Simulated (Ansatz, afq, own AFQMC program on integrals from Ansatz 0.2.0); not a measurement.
## Where AFQMC and coupled cluster stand for NH₃⁻, doublet

```xyz
4

N     0.0020    0.0026   -0.0714
H     0.9311   -0.0026    0.3573
H    -0.4883    0.7975    0.3467
H    -0.4704   -0.8308    0.2884
```

Basis 6-31++G**. Noble-gas cores (and the filled d shells of Ga–Kr and In–Xe) are frozen. Ansatz 0.2.0 and our own AFQMC program on the same integrals; the CISD trial comes from CCSD amplitudes, and released means the phaseless constraint is let go. Uncertainties: one standard error, sampling alone.

Determinant: UHF, the one that the program's search chose, which needn't be the lowest solution. The geometry is a point of a scan.

No full CI on the walks' own integrals is used here; CCSDT(Q) serves as the reference and is uncertain by about the last step of the cluster series.

The T1 diagnostic is 0.0137 and the weight of the determinant in the CISD state is 0.927. The ⟨S²⟩ of the determinant is 0.751 and the size of the correlated space is 9 electrons in 36 orbitals.

```json
{"level": "MP2", "correlation energy (eV)": "-5.4160"}
{"level": "CCSD", "correlation energy (eV)": "-5.8139"}
{"level": "CCSD(T)", "correlation energy (eV)": "-5.9470"}
```

(1) Estimate where phaseless AFQMC with a CISD trial lies against CCSD(T) on the same integrals.

(1) 0.47 ± 0.23 kcal/mol below CCSD(T).

Reference: CCSDT(Q), correlation energy -5.968 eV. The released energy is read at 2.40 1/Eh (meV from the phaseless value at times in 1/Eh: 5 ± 9 at 0.24, 6 ± 6 at 0.51, -4 ± 10 at 0.99, 1 ± 8 at 1.62, -7 ± 10 at 2.40).

```csv
level,E − E(reference) (kcal/mol),share of correlation (%)
CCSD(T),0.48,99.65
CCSDT,0.27,99.80
ph-AFQMC/HF,1.96 ± 1.33,98.58
ph-AFQMC/CISD,0.01 ± 0.23,99.99
released AFQMC,-0.14 ± 0.23,100.10
```

A walk keeps the symmetry of its determinant, which the program's search chose and which needn't be the lowest solution, so a lower state of the same spin and another symmetry isn't excluded. Released energies are given only where the last usable release times agree within the noise; a slower fall can still hide under it.
